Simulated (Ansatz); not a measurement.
# SiH₃: how the atomization moves with the basis

SiH3, doublet; coordinates (Å): Si 0.000 0.000 -0.044; H 1.415 0.015 0.409; H -0.721 1.220 0.403; H -0.697 -1.233 0.407. Quantity: atomization.

Ansatz 0.2.0, basis 6-31G or cc-pVDZ or cc-pVTZ; geometries are PBE0/def2-TZVP minima. Wave-function levels freeze the cores; HF, MP2 and coupled cluster are restricted for singlets and unrestricted otherwise, atoms included (their steps beyond CCSDT(Q) come from restricted open-shell runs), Kohn–Sham unrestricted where that lies lower. NEVPT2 stands on CASSCF in the full valence space. The reference is CCSDT(Q) or full CI (coupled cluster only where its series has nearly closed). Semilocal and hybrid functionals correlate all electrons outside any core potential and usually lie nearer their basis limit than the reference, so part of their error here is the reference's basis and frozen-core error; RPA and the MP2 part of double hybrids freeze the same cores as the reference. None of these values is a measured one. Energies are electronic, without zero-point terms. No spin–orbit coupling and no scalar relativity. The species are chosen: bound, without strong static correlation by their natural occupations or amplitudes, in their lowest spin state as far as vertical gaps and like structures tell, and with a ladder that closes on the reference, so errors are smaller than for species at large; levels whose determinant breaks symmetry or spin markedly are left out.

```
    level  6-31G (kcal/mol)  cc-pVDZ (kcal/mol)  cc-pVTZ (kcal/mol)
reference   181.7 (full CI)    210.6 (CCSDT(Q))    222.2 (CCSDT(Q))
  CCSD(T)             181.5               210.4               222.1
    CCSDT             181.7               210.6               222.1
   NEVPT2             180.5               203.1               211.8
      PBE             209.3               218.3               221.7
   r2SCAN             214.2               224.7               228.6
    B3LYP             211.4               223.0               227.4
   B2PLYP             199.8               218.1               224.6
```

From 6-31G to cc-pVTZ the reference moves by 40.5 kcal/mol and PBE by 12.4; the step from CCSD(T) to the reference is 0.2 in the first and 0.0 in the last.
